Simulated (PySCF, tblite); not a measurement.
# C4H7N: dynamics, then NMR shifts on frames

Aim: move C4H7N (`N[C@H]1[C@H]2C[C@@H]12`) away from its starting geometry and see how NMR shifts follow the geometry.

Computed with tblite 0.8.0 and PySCF 2.14.0, with density-fitted response routines of our own, on a single molecule in the gas phase. Atoms count from 0, in the outputs and in this text.

### 1 Starting geometry

12 atoms, charge 0, multiplicity 1; geometry from: GFN2-xTB.

Bonds of the start (Å): N0–C1 1.44, C1–C2 1.50, C2–C3 1.50, C3–C4 1.50, C4–C1 1.50, C4–C2 1.49, N0–H5 1.01, N0–H6 1.01, C1–H7 1.10, C2–H8 1.07, C3–H9 1.08, C3–H10 1.08, C4–H11 1.07.

### 2 Thermal motion with GFN2-xTB

What the job is given:

```
{"job": {"kind": "md", "xc": "GFN2-xTB", "basis": "xTB", "temperature": 200, "steps": 2000, "every": 50, "frames": 5}, "charge": 0, "multiplicity": 1}
N     -1.506087     0.550276     0.378650
C     -0.643824    -0.528037    -0.027327
C      0.518150    -0.236906    -0.923517
C      1.190535     0.747539    -0.018914
C      0.754176    -0.585540     0.502833
H     -1.962577     0.330259     1.256823
H     -2.221289     0.717002    -0.320334
H     -1.132804    -1.498346    -0.182979
H      0.820042    -0.663957    -1.855992
H      2.253088     0.904865    -0.155910
H      0.639420     1.625285     0.286741
H      1.292369    -1.363125     1.002080
```

Method: GFN2-xTB Langevin dynamics, gas phase.

Launch:

```bash
$ OMP_NUM_THREADS=1 python probes_run.py task.json out
```

The driver reads the jobs from task.json and runs them one after another.

Log:

```text
t/fs     T/K      E/eV
    0.0   174.3   -407.03769
   25.0   113.4   -406.85563
   50.0   178.9   -406.80046
   75.0   199.6   -406.87386
  100.0   173.7   -406.81704
  125.0   161.8   -406.80797
  150.0   217.9   -406.82700
  175.0   177.1   -406.83196
  200.0   214.1   -406.87171
  225.0   217.7   -406.80200
  250.0   168.8   -406.82865
  275.0   205.2   -406.86532
  300.0   271.7   -406.84883
  325.0   254.3   -406.74199
  350.0   269.9   -406.80207
  375.0   199.0   -406.79685
  400.0   196.6   -406.78958
  425.0   137.0   -406.77310
  450.0   196.6   -406.85115
  475.0   180.2   -406.78048
  500.0   205.0   -406.84468
  525.0   197.6   -406.86354
  550.0   184.6   -406.88089
  575.0   114.3   -406.85813
  600.0   120.0   -406.80508
  625.0   182.7   -406.81713
  650.0   177.7   -406.76387
  675.0   154.4   -406.78182
  700.0   180.7   -406.84247
  725.0   161.1   -406.76008
  750.0   250.5   -406.94153
  775.0   179.0   -406.81065
  800.0   168.1   -406.81015
  825.0   202.4   -406.81945
  850.0   168.9   -406.79741
  875.0   225.6   -406.84664
  900.0   145.4   -406.86128
  925.0   181.9   -406.80575
  950.0   124.6   -406.78560
  975.0   133.8   -406.72664
 1000.0   245.7   -406.84735
```

It took 10 s on 1 thread of Arm Neoverse N1, shared host.

Distance from the start (root mean square after alignment): 0 fs 0.00 Å, 200 fs 0.08 Å, 400 fs 0.13 Å, 600 fs 0.06 Å, 800 fs 0.27 Å, 1000 fs 0.07 Å.

Positions (Å) and forces (eV/Å) at 1000 fs:

```xyz
12

N    -2.032    0.048    0.445    1.471    0.158   -0.279
C    -0.986   -0.597    1.212    0.315    0.546    0.118
C     0.301   -1.051    0.592    0.069    0.965    0.568
C     0.810    0.310    0.111   -1.239   -1.082    0.509
C     0.286    0.148    1.536    0.976   -0.208   -0.605
H    -2.559    0.600    1.072   -0.674    0.790    0.606
H    -2.640   -0.617    0.032   -0.489   -0.758   -0.460
H    -1.397   -1.163    2.052    0.250   -0.383    0.061
H     0.803   -1.998    0.692   -0.097    0.204   -0.152
H     1.880    0.350   -0.061   -0.159    0.259    0.111
H     0.172    0.830   -0.612    0.402   -0.155    0.347
H     0.855    0.365    2.461   -0.825   -0.336   -0.825
```

### 3 Shielding tensors: 250 fs, PBE0/pcSseg-1

What the job is given:

```
{"job": {"kind": "nmr", "xc": "PBE0", "basis": "pcSseg-1", "pop": false}, "charge": 0, "multiplicity": 1}
N     -1.954800     0.510200    -0.115600
C     -0.981700    -0.277800     0.596400
C      0.426600    -0.353500     0.033500
C      0.587500     1.131100    -0.026800
C      0.121700     0.455200     1.225200
H     -2.679900     0.772700     0.525600
H     -2.356300     0.071100    -0.955400
H     -1.315900    -1.157100     1.088600
H      1.155600    -1.162500     0.010700
H      1.620000     1.560600    -0.060700
H     -0.107300     1.703200    -0.642000
H      0.539500     0.574100     2.190800
```

Method: GIAO PBE0/pcSseg-1 NMR shielding, non-relativistic, gas phase.

Log:

```text
coarse grid: 9752 points
cycle   1  E = -210.9502891504  dE =  9.339e-01  |g| = 3.964e-01  |ddm| = 3.097e+00
cycle   2  E = -210.9363466714  dE =  1.394e-02  |g| = 4.865e-01  |ddm| = 9.222e-01
cycle   3  E = -210.9901825392  dE = -5.384e-02  |g| = 2.669e-02  |ddm| = 5.014e-01
cycle   4  E = -210.9902884809  dE = -1.059e-04  |g| = 1.336e-02  |ddm| = 3.613e-02
cycle   5  E = -210.9903229525  dE = -3.447e-05  |g| = 5.415e-03  |ddm| = 1.686e-02
cycle   6  E = -210.9903295453  dE = -6.593e-06  |g| = 4.491e-04  |ddm| = 5.176e-03
final grid: 93432 points
cycle   7  E = -211.0169309021  dE = -2.528e-05  |g| = 8.193e-03  |ddm| = 2.615e-02
cycle   8  E = -211.0169225978  dE =  8.304e-06  |g| = 1.030e-02  |ddm| = 1.741e-02
cycle   9  E = -211.0169474193  dE = -2.482e-05  |g| = 3.237e-04  |ddm| = 9.485e-03
cycle  10  E = -211.0169474365  dE = -1.725e-08  |g| = 1.806e-04  |ddm| = 5.539e-04
cycle  11  E = -211.0169474433  dE = -6.812e-09  |g| = 3.836e-05  |ddm| = 1.936e-04
cycle  12  E = -211.0169474436  dE = -3.165e-10  |g| = 5.311e-06  |ddm| = 4.928e-05
converged SCF energy = -211.0169474436

GIAO shielding tensors (ppm)
atom      isotropic    diamagn.    paramagn.     s11        s22        s33       span
  0 N      235.154     312.612     -77.457    184.247    258.139    263.077     78.831
  1 C      138.014     248.386    -110.372    121.929    130.024    162.090     40.162
  2 C      181.851     243.755     -61.904    141.065    193.783    210.706     69.642
  3 C      159.167     250.395     -91.228    130.274    170.813    176.413     46.139
  4 C      179.028     253.890     -74.862    140.102    185.138    211.844     71.742
  5 H       31.718      29.653       2.066     23.342     28.968     42.844     19.503
  6 H       30.843      29.636       1.206     23.358     27.583     41.586     18.228
  7 H       28.746      31.477      -2.731     21.545     28.082     36.612     15.067
  8 H       29.770      29.770       0.000     23.965     25.567     39.779     15.815
  9 H       29.732      28.915       0.817     25.141     25.207     38.848     13.708
 10 H       28.756      29.037      -0.281     20.236     29.796     36.235     16.000
 11 H       30.088      32.970      -2.882     23.688     26.798     39.777     16.088
```

Run time: 13 s. Hardware: 1 thread of Arm Neoverse N1, shared host; peak memory 0.55 GiB.

Shifts follow as δ = σ(reference) − σ, with reference shieldings (ppm) from runs at the same level and on the same kind of geometry: ¹H TMS 31.72, ¹³C TMS 186.9, ¹⁵N NH3 267.7. The references are single molecules in the gas phase, so shifts against H2O, NH3, PH3, H3PO4 or CFCl3 are not on the usual liquid scales and can be off by tens of ppm. Each atom is listed at this fixed geometry, with no averaging over motion; a spectrum would average atoms that exchange fast.

| atoms | environment | σ (ppm) | δ (ppm) |
| --- | --- | --- | --- |
| C1 | three-membered-ring carbon | 138.0 | 48.9 |
| C3 | three-membered-ring carbon | 159.2 | 27.8 |
| C4 | three-membered-ring carbon | 179.0 | 7.9 |
| C2 | three-membered-ring carbon | 181.9 | 5.1 |
| H7 | hydrogen on a three-membered-ring carbon | 28.75 | 2.97 |
| H10 | hydrogen on a three-membered-ring carbon | 28.76 | 2.96 |
| H9 | hydrogen on a three-membered-ring carbon | 29.73 | 1.98 |
| H8 | hydrogen on a three-membered-ring carbon | 29.77 | 1.95 |
| H11 | hydrogen on a three-membered-ring carbon | 30.09 | 1.63 |
| H6 | hydrogen on an amine nitrogen | 30.84 | 0.87 |
| H5 | hydrogen on an amine nitrogen | 31.72 | 0.00 |
| N0 | amine nitrogen | 235.2 | 32.6 |

Ring of atoms C1, C2, C4: NICS(0) -47.7, NICS(1) -11.9, NICS(1)zz -21.7 ppm (means of both faces; NICS(1) differs between them: -15.4 and -8.4).

The two faces differ (NICS(1)zz -18.2 and -25.3 ppm).

In rings of three or four atoms NICS is ruled by the nearby σ bonds, so it says little on aromaticity.

Ring of atoms C2, C3, C4: NICS(0) -46.9, NICS(1) -11.4, NICS(1)zz -28.2 ppm (means of both faces; NICS(1) differs between them: -14.6 and -8.2).

The two faces differ (NICS(1)zz -31.8 and -24.6 ppm).

In rings of three or four atoms NICS is ruled by the nearby σ bonds, so it says little on aromaticity.

### 4 Shielding tensors: 425 fs, PBE0/pcSseg-1

What the job is given:

```
{"job": {"kind": "nmr", "xc": "PBE0", "basis": "pcSseg-1", "pop": false}, "charge": 0, "multiplicity": 1}
N     -1.993200     0.451200    -0.191700
C     -1.289000     0.104300     0.996300
C     -0.016400    -0.718400     0.971900
C      0.773300     0.178400     0.084200
C      0.067400     0.735700     1.255300
H     -2.798500     1.075800     0.040700
H     -2.384500    -0.375400    -0.567900
H     -1.864000    -0.080800     1.915400
H      0.246900    -1.493700     1.622500
H      1.863700     0.055100     0.118900
H      0.272500     0.433800    -0.856700
H      0.516400     1.413400     1.984200
```

Level: GIAO PBE0/pcSseg-1 NMR shielding, non-relativistic, gas phase.

Log:

```text
coarse grid: 9752 points
cycle   1  E = -210.9495764013  dE =  9.106e-01  |g| = 3.941e-01  |ddm| = 3.099e+00
cycle   2  E = -210.9372244743  dE =  1.235e-02  |g| = 4.770e-01  |ddm| = 8.992e-01
cycle   3  E = -210.9892066963  dE = -5.198e-02  |g| = 2.669e-02  |ddm| = 4.812e-01
cycle   4  E = -210.9893130416  dE = -1.063e-04  |g| = 1.325e-02  |ddm| = 3.401e-02
cycle   5  E = -210.9893462612  dE = -3.322e-05  |g| = 5.750e-03  |ddm| = 1.677e-02
cycle   6  E = -210.9893537864  dE = -7.525e-06  |g| = 6.280e-04  |ddm| = 5.434e-03
final grid: 93432 points
cycle   7  E = -211.0159852570  dE = -2.771e-05  |g| = 7.672e-03  |ddm| = 2.647e-02
cycle   8  E = -211.0159784284  dE =  6.829e-06  |g| = 9.568e-03  |ddm| = 1.625e-02
cycle   9  E = -211.0159997486  dE = -2.132e-05  |g| = 3.400e-04  |ddm| = 8.763e-03
cycle  10  E = -211.0159997671  dE = -1.844e-08  |g| = 2.006e-04  |ddm| = 5.436e-04
cycle  11  E = -211.0159997758  dE = -8.721e-09  |g| = 3.748e-05  |ddm| = 2.077e-04
cycle  12  E = -211.0159997761  dE = -3.012e-10  |g| = 9.214e-06  |ddm| = 5.305e-05
converged SCF energy = -211.0159997761

GIAO shielding tensors (ppm)
atom      isotropic    diamagn.    paramagn.     s11        s22        s33       span
  0 N      237.508     311.665     -74.157    190.076    254.928    267.519     77.443
  1 C      131.357     249.284    -117.927    114.446    125.858    153.765     39.319
  2 C      177.357     247.680     -70.322    138.300    181.798    211.974     73.675
  3 C      161.555     247.926     -86.371    140.722    169.485    174.458     33.736
  4 C      174.802     253.196     -78.394    132.474    182.631    209.301     76.827
  5 H       30.438      27.790       2.648     22.634     27.687     40.993     18.360
  6 H       31.903      31.155       0.749     23.547     29.661     42.502     18.955
  7 H       28.009      29.732      -1.724     20.585     27.936     35.505     14.921
  8 H       30.554      31.729      -1.175     24.706     26.761     40.196     15.489
  9 H       29.940      29.134       0.806     25.071     25.542     39.207     14.136
 10 H       29.251      28.245       1.006     21.124     29.344     37.287     16.163
 11 H       29.192      31.218      -2.025     22.466     26.692     38.420     15.954
```

Run time: 12 s. Hardware: 1 thread of Arm Neoverse N1, shared host; peak memory 0.56 GiB.

Key values: δ C1 55.6, C3 25.4, C4 12.1, C2 9.6, H7 3.71, H11 2.52 ppm.

### 5 Shielding tensors: 625 fs, PBE0/pcSseg-1

What the job is given:

```
{"job": {"kind": "nmr", "xc": "PBE0", "basis": "pcSseg-1", "pop": false}, "charge": 0, "multiplicity": 1}
N     -2.034600    -0.279300     0.211500
C     -1.064300     0.047400     1.283200
C      0.298800    -0.576600     1.185900
C      0.592200    -0.148100    -0.171800
C      0.124100     0.834700     0.808200
H     -2.675400     0.471100    -0.005700
H     -2.501500    -1.143500     0.438900
H     -1.508400     0.190900     2.286000
H      0.887600    -1.135000     1.870900
H      1.629300    -0.076300    -0.405500
H     -0.079500    -0.469400    -1.001800
H      0.432400     1.785400     1.214200
```

Method: GIAO PBE0/pcSseg-1 NMR shielding, non-relativistic, gas phase.

Log:

```text
coarse grid: 9752 points
cycle   1  E = -210.9478251497  dE =  9.370e-01  |g| = 4.079e-01  |ddm| = 3.089e+00
cycle   2  E = -210.9316507188  dE =  1.617e-02  |g| = 5.060e-01  |ddm| = 9.357e-01
cycle   3  E = -210.9895515487  dE = -5.790e-02  |g| = 2.509e-02  |ddm| = 5.119e-01
cycle   4  E = -210.9896386151  dE = -8.707e-05  |g| = 1.403e-02  |ddm| = 3.260e-02
cycle   5  E = -210.9896777231  dE = -3.911e-05  |g| = 4.879e-03  |ddm| = 1.683e-02
cycle   6  E = -210.9896828443  dE = -5.121e-06  |g| = 4.640e-04  |ddm| = 4.669e-03
final grid: 93432 points
cycle   7  E = -211.0163605699  dE = -2.645e-05  |g| = 7.760e-03  |ddm| = 2.921e-02
cycle   8  E = -211.0163535839  dE =  6.986e-06  |g| = 9.664e-03  |ddm| = 1.665e-02
cycle   9  E = -211.0163753983  dE = -2.181e-05  |g| = 2.755e-04  |ddm| = 8.945e-03
cycle  10  E = -211.0163754095  dE = -1.124e-08  |g| = 1.745e-04  |ddm| = 4.256e-04
cycle  11  E = -211.0163754157  dE = -6.171e-09  |g| = 3.604e-05  |ddm| = 1.901e-04
cycle  12  E = -211.0163754160  dE = -2.675e-10  |g| = 6.223e-06  |ddm| = 4.449e-05
converged SCF energy = -211.0163754160

GIAO shielding tensors (ppm)
atom      isotropic    diamagn.    paramagn.     s11        s22        s33       span
  0 N      235.099     314.494     -79.395    182.251    257.172    265.873     83.622
  1 C      129.002     250.825    -121.823    112.096    119.209    155.700     43.604
  2 C      176.963     251.348     -74.386    140.032    183.531    207.325     67.293
  3 C      164.969     245.830     -80.861    141.733    173.349    179.825     38.092
  4 C      178.314     247.307     -68.993    135.838    189.867    209.238     73.400
  5 H       31.322      30.473       0.849     23.934     28.119     41.914     17.980
  6 H       31.554      30.328       1.226     23.299     28.895     42.468     19.169
  7 H       27.454      29.993      -2.539     20.584     27.252     34.526     13.942
  8 H       29.910      32.002      -2.092     23.620     26.969     39.143     15.523
  9 H       30.841      29.825       1.016     25.900     26.497     40.127     14.227
 10 H       28.282      26.838       1.444     20.103     28.732     36.011     15.908
 11 H       29.584      30.637      -1.053     23.120     26.552     39.081     15.962
```

Run time: 12 s. Hardware: 1 thread of Arm Neoverse N1, shared host; peak memory 0.56 GiB.

This run: δ C1 57.9, C3 22.0, C2 10.0, C4 8.6, H7 4.26, H10 3.44 ppm.

### 6 NMR shieldings: 800 fs, PBE0/pcSseg-1

What the job is given:

```
{"job": {"kind": "nmr", "xc": "PBE0", "basis": "pcSseg-1", "pop": false}, "charge": 0, "multiplicity": 1}
N     -1.995100     0.040200    -0.089700
C     -1.059900    -0.081400     1.022500
C      0.266000    -0.703000     0.767200
C      0.756700     0.319100    -0.186300
C      0.226300     0.723400     1.143600
H     -2.144900     0.996300    -0.403000
H     -2.948700    -0.306700     0.085600
H     -1.569800    -0.231300     1.995300
H      0.768700    -1.575300     1.154600
H      1.827700     0.442700    -0.359900
H      0.255500     0.551400    -1.093000
H      0.626800     1.288200     1.915100
```

With the program's defaults for keys left out, this is: GIAO PBE0/pcSseg-1 NMR shielding, non-relativistic, gas phase.

Log:

```text
coarse grid: 9752 points
cycle   1  E = -210.9466333243  dE =  9.019e-01  |g| = 3.949e-01  |ddm| = 3.110e+00
cycle   2  E = -210.9339990712  dE =  1.263e-02  |g| = 4.794e-01  |ddm| = 8.906e-01
cycle   3  E = -210.9859445137  dE = -5.195e-02  |g| = 3.067e-02  |ddm| = 4.799e-01
cycle   4  E = -210.9860693650  dE = -1.249e-04  |g| = 1.757e-02  |ddm| = 3.959e-02
cycle   5  E = -210.9861351963  dE = -6.583e-05  |g| = 5.351e-03  |ddm| = 2.041e-02
cycle   6  E = -210.9861416930  dE = -6.497e-06  |g| = 5.492e-04  |ddm| = 5.234e-03
final grid: 93432 points
cycle   7  E = -211.0132646829  dE = -2.734e-05  |g| = 7.910e-03  |ddm| = 2.821e-02
cycle   8  E = -211.0132576462  dE =  7.037e-06  |g| = 9.789e-03  |ddm| = 1.641e-02
cycle   9  E = -211.0132800089  dE = -2.236e-05  |g| = 3.940e-04  |ddm| = 8.916e-03
cycle  10  E = -211.0132800343  dE = -2.543e-08  |g| = 2.095e-04  |ddm| = 6.352e-04
cycle  11  E = -211.0132800438  dE = -9.530e-09  |g| = 4.470e-05  |ddm| = 2.287e-04
cycle  12  E = -211.0132800443  dE = -4.508e-10  |g| = 8.317e-06  |ddm| = 6.197e-05
converged SCF energy = -211.0132800443

GIAO shielding tensors (ppm)
atom      isotropic    diamagn.    paramagn.     s11        s22        s33       span
  0 N      237.593     311.890     -74.297    185.610    252.285    274.886     89.276
  1 C      133.227     246.664    -113.437    110.586    126.814    162.281     51.695
  2 C      174.602     246.462     -71.860    132.273    184.037    207.495     75.223
  3 C      165.092     247.589     -82.497    137.092    174.096    184.089     46.997
  4 C      178.296     252.307     -74.010    138.482    186.264    210.142     71.660
  5 H       31.173      30.385       0.789     22.707     29.490     41.323     18.616
  6 H       30.756      28.754       2.002     23.206     27.440     41.622     18.415
  7 H       27.754      29.079      -1.326     20.734     27.677     34.851     14.117
  8 H       29.467      30.313      -0.846     23.275     26.391     38.736     15.461
  9 H       30.390      29.243       1.147     25.333     25.898     39.940     14.607
 10 H       30.609      30.347       0.262     23.286     30.501     38.039     14.753
 11 H       30.545      33.135      -2.590     24.447     27.254     39.935     15.488
```

It took 12 s on 1 thread of Arm Neoverse N1, shared host; peak memory 0.56 GiB.

This run: δ C1 53.7, C3 21.8, C2 12.3, C4 8.6, H7 3.96, H8 2.25 ppm.

### 7 Shielding tensors: 1000 fs, PBE0/pcSseg-1

What the job is given:

```
{"job": {"kind": "nmr", "xc": "PBE0", "basis": "pcSseg-1", "pop": false}, "charge": 0, "multiplicity": 1}
N     -2.031600     0.047600     0.444800
C     -0.986000    -0.596600     1.212400
C      0.301000    -1.051400     0.592200
C      0.810400     0.310200     0.111100
C      0.286300     0.148100     1.535800
H     -2.559200     0.599700     1.072200
H     -2.639900    -0.617200     0.031600
H     -1.397300    -1.162800     2.052400
H      0.803300    -1.998300     0.692200
H      1.880000     0.350200    -0.060900
H      0.171600     0.830200    -0.612000
H      0.854800     0.364600     2.461000
```

Method: GIAO PBE0/pcSseg-1 NMR shielding, non-relativistic, gas phase.

Log:

```text
coarse grid: 9752 points
cycle   1  E = -210.9555708356  dE =  7.789e-01  |g| = 3.844e-01  |ddm| = 3.071e+00
cycle   2  E = -210.9454361867  dE =  1.013e-02  |g| = 4.597e-01  |ddm| = 8.557e-01
cycle   3  E = -210.9922919371  dE = -4.686e-02  |g| = 2.640e-02  |ddm| = 4.557e-01
cycle   4  E = -210.9923999565  dE = -1.080e-04  |g| = 1.261e-02  |ddm| = 3.314e-02
cycle   5  E = -210.9924306768  dE = -3.072e-05  |g| = 5.117e-03  |ddm| = 1.564e-02
cycle   6  E = -210.9924366514  dE = -5.975e-06  |g| = 3.656e-04  |ddm| = 4.740e-03
final grid: 93432 points
cycle   7  E = -211.0201329738  dE = -2.473e-05  |g| = 7.696e-03  |ddm| = 2.605e-02
cycle   8  E = -211.0201268738  dE =  6.100e-06  |g| = 9.370e-03  |ddm| = 1.571e-02
cycle   9  E = -211.0201476723  dE = -2.080e-05  |g| = 2.740e-04  |ddm| = 8.351e-03
cycle  10  E = -211.0201476853  dE = -1.306e-08  |g| = 1.444e-04  |ddm| = 4.661e-04
cycle  11  E = -211.0201476897  dE = -4.384e-09  |g| = 4.211e-05  |ddm| = 1.739e-04
cycle  12  E = -211.0201476901  dE = -3.918e-10  |g| = 6.884e-06  |ddm| = 5.023e-05
converged SCF energy = -211.0201476901

GIAO shielding tensors (ppm)
atom      isotropic    diamagn.    paramagn.     s11        s22        s33       span
  0 N      236.132     312.630     -76.498    188.470    254.848    265.079     76.609
  1 C      126.434     248.139    -121.705    112.716    120.313    146.274     33.558
  2 C      174.088     246.932     -72.844    133.691    185.439    203.133     69.442
  3 C      154.388     248.050     -93.662    132.509    161.273    169.381     36.872
  4 C      172.928     252.883     -79.955    131.883    186.665    200.237     68.354
  5 H       32.130      30.809       1.321     23.885     29.627     42.877     18.992
  6 H       31.954      31.158       0.796     24.310     28.715     42.838     18.528
  7 H       27.485      29.495      -2.010     19.964     28.078     34.412     14.448
  8 H       29.788      30.491      -0.703     23.706     26.369     39.288     15.582
  9 H       29.998      29.480       0.518     25.300     25.785     38.908     13.608
 10 H       29.023      28.498       0.525     21.779     28.525     36.765     14.986
 11 H       29.033      30.518      -1.485     22.867     25.962     38.270     15.404
```

Run time: 12 s. Hardware: 1 thread of Arm Neoverse N1, shared host; peak memory 0.57 GiB.

In short: δ C1 60.5, C3 32.5, C4 14.0, C2 12.8, H7 4.23, H10 2.69 ppm.

### 8 Side by side: NMR shifts

Shifts (ppm) of some atoms, chosen among heavy atoms and hydrogens apart, with basis size and wall time:

| frame | C1 | C3 | C4 | C2 | H10 | H5 | N0 | functions | time |
| --- | --- | --- | --- | --- | --- | --- | --- | --- | --- |
| 250 fs | 48.9 | 27.8 | 7.9 | 5.1 | 2.96 | 0.00 | 32.6 | 120 | 13 s |
| 425 fs | 55.6 | 25.4 | 12.1 | 9.6 | 2.47 | 1.28 | 30.2 | 120 | 12 s |
| 625 fs | 57.9 | 22.0 | 8.6 | 10.0 | 3.44 | 0.39 | 32.6 | 120 | 12 s |
| 800 fs | 53.7 | 21.8 | 8.6 | 12.3 | 1.11 | 0.54 | 30.1 | 120 | 12 s |
| 1000 fs | 60.5 | 32.5 | 14.0 | 12.8 | 2.69 | -0.41 | 31.6 | 120 | 12 s |

### 9 Summary of results

```
                                      quantity                                         value
                                    thermostat                                         200 K
                 mean temperature, second half                                         176 K
       mean potential energy above the minimum                                       0.22 eV
¹³C shifts against TMS (PBE0/pcSseg-1, 250 fs)                      48.9, 27.8, 7.9, 5.1 ppm
 ¹H shifts against TMS (PBE0/pcSseg-1, 250 fs)  2.97, 2.96, 1.98, 1.95, 1.63, 0.87, 0.00 ppm
¹⁵N shifts against NH3 (PBE0/pcSseg-1, 250 fs)                                      32.6 ppm
                      range of the shift of C1                              48.9 to 60.5 ppm
```

**Reading.** In the second half the potential energy averages 0.22 eV above the minimum; equipartition over 30 harmonic modes at 200 K would give 0.26 eV. With 12 atoms the temperature swings widely (113 to 272 K). Shifts at one fixed geometry are not the observed spectrum, which averages over the motion. In the first frame run (250 fs): Shielding is most anisotropic at N0 (span 79 ppm, paramagnetic term -77 ppm). In ppm, C1 moves most: its shift spreads over 11.6 ppm, from 48.9 (250 fs) to 60.5 (1000 fs).
